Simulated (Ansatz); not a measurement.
```yaml
crystal:
  periodic: [false, false, false]
  atoms:
    - {symbol: Mn, position_ang: [0.000000, 0.000000, -1.714243]}
    - {symbol: C, position_ang: [0.000000, 0.000000, 0.257766]}
    - {symbol: O, position_ang: [0.000000, 0.000000, 1.456477]}
basis:
  gaussian: {orbitals: def2-TZVP}
magnetization: {spin_polarized: true, initial_magnetization: 5}
hamiltonian: {xc: pbe0}
relax: {f_tol: 0.004, max_steps: 80}
```

```sh
$ ansatz run in.yaml --threads 1 --pin off --events-out ev --progress --plain --max-ram 2176MiB
```

Steps of the relaxation (energy above the last step; positions in Å, forces in eV/Å):

```
3
step 1, 114.5 meV
Mn    0.000    0.000   -1.714    0.000    0.000   -0.397
C     0.000    0.000    0.258    0.000    0.000    4.594
O     0.000    0.000    1.456    0.000    0.000   -4.197
```

```
3
step 2, 5.7 meV
Mn    0.000    0.000   -1.712    0.000    0.000   -0.229
C     0.000    0.000    0.277    0.000    0.000    1.014
O     0.000    0.000    1.435    0.000    0.000   -0.785
```

```
3
step 3, 0.3 meV
Mn    0.000    0.000   -1.720    0.000    0.000   -0.063
C     0.000    0.000    0.286    0.000    0.000   -0.066
O     0.000    0.000    1.435    0.000    0.000    0.129
```

```
3
step 5, 0.0 meV
Mn    0.000    0.000   -1.725    0.000    0.000    0.000
C     0.000    0.000    0.287    0.000    0.000    0.000
O     0.000    0.000    1.438    0.000    0.000    0.000
```

Close pairs at the end: C2–O3 1.150 Å, Mn1–C2 2.012 Å.

A stationary point of unrestricted PBE0 after 5 steps, with ⟨S²⟩ = 9.183 against 8.75 for a pure state; no frequencies were run, so it isn't proven a minimum. 75 s on 1 thread of Arm Neoverse V2, shared host.
